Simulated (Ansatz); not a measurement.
Born–Oppenheimer molecular dynamics of CH$_{4}$AlF (7 atoms, charge 0, multiplicity 1). It starts from a relaxed structure.

The calculation used RKS BLYP/6-31G* (Ansatz).

```yaml
ensemble: NVT, Langevin thermostat
time_step: 1 fs
steps_asked: 300
set_temperature: 2000 K
friction: 0.001 /fs
seed: 228216
```

First frame:

```xyz
7
Properties=species:S:1:pos:R:3
Al -0.014 0.002 0.010
H 0.092 -0.001 1.604
F 1.452 -0.002 -0.803
C -1.696 0.002 -1.004
H -2.282 -0.910 -0.784
H -2.328 0.859 -0.709
H -1.547 0.050 -2.095
```

Q: How far do the bonds stretch over the last three quarters of this one trajectory? (Pairs bonded in most of those frames.)

A: 
```json
{"bond": "Al1–H2", "mean (Å)": "1.641", "spread (Å)": "0.124", "shortest": "1.43", "longest": "1.85"}
{"bond": "Al1–F3", "mean (Å)": "1.686", "spread (Å)": "0.043", "shortest": "1.60", "longest": "1.78"}
{"bond": "Al1–C4", "mean (Å)": "1.974", "spread (Å)": "0.069", "shortest": "1.84", "longest": "2.15"}
{"bond": "C4–H5", "mean (Å)": "1.155", "spread (Å)": "0.114", "shortest": "0.96", "longest": "1.33"}
{"bond": "C4–H6", "mean (Å)": "1.157", "spread (Å)": "0.115", "shortest": "0.95", "longest": "1.36"}
{"bond": "C4–H7", "mean (Å)": "1.119", "spread (Å)": "0.045", "shortest": "1.02", "longest": "1.23"}
```

Mean temperature of the second half: 1447 K. The mean temperature of the second half is 28 % below the set value. A run of 0.3 ps of so small a system gives no equilibrium averages.

The run took 7.2 min on 1 thread of Arm Neoverse V1 (shared host), peak memory 0.096 GiB.
